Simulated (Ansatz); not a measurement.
Geometry optimisation, Ansatz, RKS PBE-D4/def2-SVP.

Input:

```yaml
crystal:
  periodic: [false, false, false]
  atoms:
    - { symbol: B, position_ang: [-0.699651, -0.540876, 0.466691] }
    - { symbol: H, position_ang: [1.507499, -0.032705, 1.214271] }
    - { symbol: "N", position_ang: [1.961941, 0.147783, 0.292312] }
    - { symbol: H, position_ang: [1.7266, -0.661808, -0.296005] }
    - { symbol: H, position_ang: [1.505223, 0.97642, -0.107321] }
    - { symbol: "N", position_ang: [-1.207377, -0.058312, -0.738086] }
    - { symbol: H, position_ang: [-2.187434, -0.288199, -0.952628] }
    - { symbol: H, position_ang: [-0.729901, 0.457697, -1.483834] }
basis:
  gaussian: { orbitals: def2-SVP }
hamiltonian:
  xc: pbe
  dispersion: d4
relax:
  f_tol: 0.03
  max_steps: 50
```

Command:

```bash
$ ansatz run input.yaml --threads 1 --pin off --max-ram 2048MiB --backend cpu --events-out ev --progress --plain --runs-dir out
```

Task: Where does it end, and by what steps?

Result: The run converged. After 6 steps the energy has fallen by 0.035 eV; H2 moved furthest, 0.32 Å.

```csv
step,energy less start (eV),largest force component (eV/Å),accepted
0,0.0000,0.502,yes
1,0.0447,1.117,no
2,-0.0122,0.470,yes
3,-0.0164,0.395,yes
4,-0.0338,0.200,yes
5,-0.0348,0.095,yes
6,-0.0352,0.004,yes
```

```xyz
8
Properties=species:S:1:pos:R:3
B -0.785 -0.409 0.562
H 1.273 -0.175 1.044
N 1.983 0.141 0.352
H 1.938 -0.522 -0.432
H 1.661 1.053 0.002
N -1.251 -0.105 -0.712
H -2.251 -0.216 -0.919
H -0.692 0.232 -1.501
```

Whether the end is a true minimum wasn't checked by a vibrational analysis.

The run took 9.3 s on 1 thread of Arm Neoverse V2 (shared host), peak memory 0.11 GiB.
